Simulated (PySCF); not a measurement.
Isomers of C4H8N2 and their computed core-level spectra.

Theory: delta-SCF UKS SCAN, pcX-2 on the ionised atom, pcseg-1 elsewhere, spin-free X2C in PySCF. Geometries: GFN2-xTB; isolated species, one conformer each.

Line lists (1s up to Mg, 2p3/2 beyond; areas count atoms within a level, one atom standing for each set equivalent by bonding):
1. C 1s: 289.84 (area 1), 290.36 (area 1), 290.53 (area 1), 290.88 (area 1) eV; N 1s: 404.91 (area 1), 405.80 (area 1) eV
2. C 1s: 290.31 (area 1), 290.61 (area 1), 291.71 (area 1), 291.74 (area 1) eV; N 1s: 403.71 (area 1), 405.37 (area 1) eV
3. C 1s: 290.42 (area 1), 290.93 (area 1), 291.44 (area 1), 291.51 (area 1) eV; N 1s: 405.20 (area 1), 405.40 (area 1) eV
4. C 1s: 290.67 (area 1), 290.81 (area 1), 290.84 (area 1), 291.30 (area 1) eV; N 1s: 405.19 (area 1), 405.72 (area 1) eV

Structures:
A. `C=C/C(C)=N\N`
B. `C=NN=C(C)C`
C. `[H]/N=C(/C=C)CN`
D. `CN1CCC=N1`

**Question.** Which list belongs to which compound?

**Answer.** 
- 1 = A: another candidate has the same counts of sites, so positions decide. C 1s: 289.84 terminal =CH2 carbon, 290.36 methyl carbon, 290.53 alkene CH carbon, 290.88 C=N carbon; N 1s: 404.91 C=N nitrogen, 405.80 nitrogen bonded to N and 2 H.
- 2 = C: another candidate has the same counts of sites, so positions decide. C 1s: 290.31 terminal =CH2 carbon, 290.61 alkene CH carbon, 291.71 imine carbon, 291.74 sp3 carbon bound to nitrogen; N 1s: 403.71 imine nitrogen, 405.37 primary amine nitrogen.
- 3 = D: another candidate has the same counts of sites, so positions decide. C 1s: 290.42 C=N carbon, 290.93 ring CH2 carbon, 291.44 N-methyl carbon, 291.51 sp3 carbon bound to nitrogen; N 1s: 405.20 C=N nitrogen, 405.40 nitrogen bonded to 2 C and N.
- 4 = B: another candidate has the same counts of sites, so positions decide. C 1s: 290.67 methyl carbon, 290.81 methyl carbon, 290.84 C=N carbon, 291.30 C=N carbon; N 1s: 405.19 C=N nitrogen, 405.72 C=N nitrogen.

5 of these hole states are spin-contaminated (⟨S²⟩ up to 0.91, against 0.75; counted from 0.85) and less certain.
